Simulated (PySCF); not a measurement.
input.py for LiB

The script input.py:

```python
from pyscf import gto, scf, cc

mol = gto.M(
    atom='Li 0 0 0; B 0 0 1.89',
    basis='3-21g',
    charge=0,
    spin=0,
    verbose=4,
)
mf = scf.RHF(mol)
mf.kernel()
mycc = cc.CCSD(mf)
mycc.kernel()
e = mycc.eeccsd(nroots=8)[0]
print('roots (eV) =', (e*27.211386).round(3))
mf.dip_moment()
print('orbital energies (hartree):', mf.mo_energy[..., max(0, mol.nelec[1]-3):mol.nelec[0]+3].round(4))
```

```bash
$ python input.py
```

The log (some set-up lines removed):

```
PySCF version 2.14.0

[INPUT] Symbol           X                Y                Z      unit          X                Y                Z       unit  Magmom
[INPUT]  1 Li     0.000000000000   0.000000000000   0.000000000000 AA    0.000000000000   0.000000000000   0.000000000000 Bohr   0.0
[INPUT]  2 B      0.000000000000   0.000000000000   1.890000000000 AA    0.000000000000   0.000000000000   3.571582375428 Bohr   0.0

nuclear repulsion = 4.19981913428571
number of shells = 10
number of NR pGTOs = 30
number of NR cGTOs = 18
basis = 3-21g
ecp = {}

******** <class 'pyscf.scf.hf.RHF'> ********
method = RHF
initial guess = minao
damping factor = 0
level_shift factor = 0
DIIS = <class 'pyscf.scf.diis.CDIIS'>
SCF conv_tol = 1e-09
SCF max_cycles = 50
Initial guess from minao.
init E= -31.6523895457311
  HOMO = -0.0600857205247178  LUMO = -0.0237370660381716  gap/eV = 0.98910
cycle= 1 E= -31.6117416000359  delta_E= 0.0406  |g|= 0.238  |ddm|= 1.29
  HOMO = -0.261255819808378  LUMO = -0.10270100950516  gap/eV = 4.31450
cycle= 2 E= -31.7101226627538  delta_E= -0.0984  |g|= 0.168  |ddm|=  1.1
  HOMO = -0.211459647321988  LUMO = 0.00272163561187665  gap/eV = 5.82817
cycle= 3 E= -31.7214083280782  delta_E= -0.0113  |g|= 0.0699  |ddm|= 0.233
  HOMO = -0.199027861088996  LUMO = 0.0154712098595768  gap/eV = 5.83682
cycle= 4 E= -31.7263589941406  delta_E= -0.00495  |g|= 0.0134  |ddm|= 0.314
  HOMO = -0.19536311161373  LUMO = 0.0111779828194243  gap/eV = 5.62027
cycle= 5 E= -31.7270736259862  delta_E= -0.000715  |g|= 0.00396  |ddm|= 0.15
  HOMO = -0.194572167824884  LUMO = 0.00920343799039269  gap/eV = 5.54502
cycle= 6 E= -31.7271374857807  delta_E= -6.39e-05  |g|= 0.000702  |ddm|= 0.0565
  HOMO = -0.194521750128473  LUMO = 0.00908612594681091  gap/eV = 5.54045
cycle= 7 E= -31.7271385120069  delta_E= -1.03e-06  |g|= 0.000134  |ddm|= 0.00538
  HOMO = -0.194574325949203  LUMO = 0.00909071675510598  gap/eV = 5.54201
cycle= 8 E= -31.7271385538741  delta_E= -4.19e-08  |g|= 2.22e-05  |ddm|= 0.00138
  HOMO = -0.194570933258173  LUMO = 0.00909826625054966  gap/eV = 5.54212
cycle= 9 E= -31.7271385550167  delta_E= -1.14e-09  |g|= 5.88e-06  |ddm|= 0.000162
  HOMO = -0.194572868915923  LUMO = 0.00909950857597908  gap/eV = 5.54221
cycle= 10 E= -31.7271385550656  delta_E= -4.89e-11  |g|= 9.22e-07  |ddm|= 3.89e-05
  HOMO = -0.194573220370132  LUMO = 0.00909932274467207  gap/eV = 5.54221
Extra cycle  E= -31.7271385550663  delta_E= -6.96e-13  |g|= 2.37e-07  |ddm|= 2.53e-06
converged SCF energy = -31.7271385550663

******** <class 'pyscf.cc.ccsd.CCSD'> ********
CC2 = 0
CCSD nocc = 4, nmo = 18
max_cycle = 50
direct = 0
conv_tol = 1e-07
conv_tol_normt = 1e-05
Init t2, MP2 energy = -31.7706843047163  E_corr(MP2) -0.0435457496500178
Init E_corr(CCSD) = -0.0435457496500841
cycle = 1  E_corr(CCSD) = -0.0559251679555468  dE = -0.0123794183  norm(t1,t2) = 0.0720285
cycle = 2  E_corr(CCSD) = -0.0617814870474966  dE = -0.00585631909  norm(t1,t2) = 0.0475736
cycle = 3  E_corr(CCSD) = -0.0658968842311107  dE = -0.00411539718  norm(t1,t2) = 0.0353585
cycle = 4  E_corr(CCSD) = -0.0702811901971846  dE = -0.00438430597  norm(t1,t2) = 0.0282714
cycle = 5  E_corr(CCSD) = -0.0705372751576188  dE = -0.00025608496  norm(t1,t2) = 0.017006
cycle = 6  E_corr(CCSD) = -0.0709563050064165  dE = -0.000419029849  norm(t1,t2) = 0.00916366
cycle = 7  E_corr(CCSD) = -0.0711615875232506  dE = -0.000205282517  norm(t1,t2) = 0.00802856
cycle = 8  E_corr(CCSD) = -0.0714314160393201  dE = -0.000269828516  norm(t1,t2) = 0.00646257
cycle = 9  E_corr(CCSD) = -0.0716600708699691  dE = -0.000228654831  norm(t1,t2) = 0.00387494
cycle = 10  E_corr(CCSD) = -0.0717827577520272  dE = -0.000122686882  norm(t1,t2) = 0.00176443
cycle = 11  E_corr(CCSD) = -0.0717957420643759  dE = -1.29843123e-05  norm(t1,t2) = 0.000622545
cycle = 12  E_corr(CCSD) = -0.0718001432725941  dE = -4.40120822e-06  norm(t1,t2) = 0.000383743
cycle = 13  E_corr(CCSD) = -0.0717838950639652  dE = 1.62482086e-05  norm(t1,t2) = 0.000176649
cycle = 14  E_corr(CCSD) = -0.0717779836807198  dE = 5.91138325e-06  norm(t1,t2) = 6.39769e-05
cycle = 15  E_corr(CCSD) = -0.0717779145442981  dE = 6.91364217e-08  norm(t1,t2) = 2.9969e-05
cycle = 16  E_corr(CCSD) = -0.07177923877812  dE = -1.32423382e-06  norm(t1,t2) = 1.91852e-05
cycle = 17  E_corr(CCSD) = -0.0717801289091894  dE = -8.90131069e-07  norm(t1,t2) = 1.25587e-05
cycle = 18  E_corr(CCSD) = -0.0717799300377367  dE = 1.98871453e-07  norm(t1,t2) = 9.57338e-06
cycle = 19  E_corr(CCSD) = -0.0717797139843862  dE = 2.1605335e-07  norm(t1,t2) = 6.94628e-06
cycle = 20  E_corr(CCSD) = -0.0717791198307283  dE = 5.94153658e-07  norm(t1,t2) = 4.55625e-06
cycle = 21  E_corr(CCSD) = -0.0717791494064671  dE = -2.95757388e-08  norm(t1,t2) = 2.48322e-06
CCSD converged
E(CCSD) = -31.79891770447273  E_corr = -0.07177914940646707

******** <class 'pyscf.cc.eom_rccsd.EOMEESinglet'> ********
max_space = 20
max_cycle = 50
conv_tol = 1e-07
partition = None
EOM-CCSD root 0 E = 0.009486229433834273  qpwt = 0.940106  conv = True

******** <class 'pyscf.cc.eom_rccsd.EOMEETriplet'> ********
max_space = 20
max_cycle = 50
conv_tol = 1e-07
partition = None
EOM-CCSD root 0 E = -0.02823013945898351  qpwt = 0.939789  conv = True

******** <class 'pyscf.cc.eom_rccsd.EOMEESpinFlip'> ********
max_space = 20
max_cycle = 50
conv_tol = 1e-07
partition = None
EOM-CCSD root 0 E = -0.02822972032899516  qpwt = 0.939791  conv = True
EOM-CCSD root 1 E = -0.02822972032899509  qpwt = 0.939791  conv = True
EOM-CCSD root 2 E = 0.02972719205045618  qpwt = 0.970793  conv = True
roots (eV) = [-0.768 -0.768 -0.768 -0.768 -0.768  0.258  0.809  0.809]
Dipole moment(X, Y, Z, Debye): -0.00000, -0.00000, -5.47913
orbital energies (hartree): [-2.4127 -0.4679 -0.1946  0.0091  0.0269  0.0269]
```

In short: E(SCF) = -31.727139 Eh, 10 cycles, E(CCSD) − E(SCF) = -0.07178 Eh, μz(SCF) = -5.48 D, excitation roots -0.768, -0.768, -0.768, -0.768, -0.768, 0.258, 0.809, 0.809 eV.

Wall time 1.2 s on one thread of a shared host.

The basis is very small, so the numbers show the basis as much as the system. Stability towards an unrestricted solution was not tested. The bond length is a typed value, not an optimised one.
